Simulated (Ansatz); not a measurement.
Geometry optimisation, Ansatz, RKS B3LYP/def2-SVP.

input.yaml

```yaml
crystal:
  periodic: [false, false, false]
  atoms:
    - { symbol: Si, position_ang: [0.155835, -0.002874, 0.110311] }
    - { symbol: H, position_ang: [0.48793, -0.034215, 1.523744] }
    - { symbol: H, position_ang: [1.599161, -0.034222, -0.04749] }
    - { symbol: H, position_ang: [-0.537254, 1.21669, -0.379881] }
    - { symbol: Cl, position_ang: [-0.814472, -1.692079, -0.575884] }
basis:
  gaussian: { orbitals: def2-SVP }
hamiltonian:
  xc: b3lyp
relax:
  f_tol: 0.03
  max_steps: 50
```

Command:

```bash
$ ansatz run input.yaml --threads 1 --pin off --max-ram 2048MiB --backend cpu --events-out ev --progress --plain --runs-dir out
```

Q: Where does it end, and by what steps?

A: The forces met the threshold. After 3 steps the energy has fallen by 0.477 eV; H3 moved furthest, 0.29 Å.

```
step  energy less start (eV)  largest force component (eV/Å)  accepted
   0                  0.0000                           1.479       yes
   1                 -0.4262                           0.404       yes
   2                 -0.4757                           0.155       yes
   3                 -0.4771                           0.006       yes
```

```xyz
5
Properties=species:S:1:pos:R:3
Si 0.238 -0.007 0.169
H 0.232 -0.030 1.655
H 1.638 -0.030 -0.333
H -0.458 1.211 -0.324
Cl -0.759 -1.690 -0.536
```

Whether the end is a true minimum wasn't checked by a vibrational analysis.

The run took 4 s on 1 thread of Intel(R) Xeon(R) Platinum 8488C (Sapphire Rapids), with other jobs on the host, peak memory 0.12 GiB.
